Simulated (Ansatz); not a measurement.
Two shapes of singlet BH₄(-).

Shape 1:

```xyz
5

B    -0.0246   -0.0428    0.0080
H     0.7247    0.7725    0.7167
H     0.7156   -0.7049   -0.6769
H    -0.6858    0.6923   -0.7363
H    -0.7649   -0.7066    0.7013
```

Shape 2:

```xyz
5

B     0.0000    0.0000    0.0000
H     0.6651    0.6651    0.6651
H     0.6651   -0.6651   -0.6651
H    -0.6651    0.6651   -0.6651
H    -0.6651   -0.6651    0.6651
```

Basis set: 6-31G* (spherical functions). Left uncorrelated: 1 orbital. Charge -1, multiplicity 1.

Computed with Ansatz (development build ahead of 0.2.0); each method stands on the lowest determinant of its kind that the runs found.

(1) Which shape is lower in energy, and by how much in each method?

## Answers

(1)

| method | E(2) − E(1) (eV) |
| --- | --- |
| RHF | 0.311 |
| RHF-MP2 | 0.258 |

Shape 1 is lower. Caution: no diffuse functions for an anion.
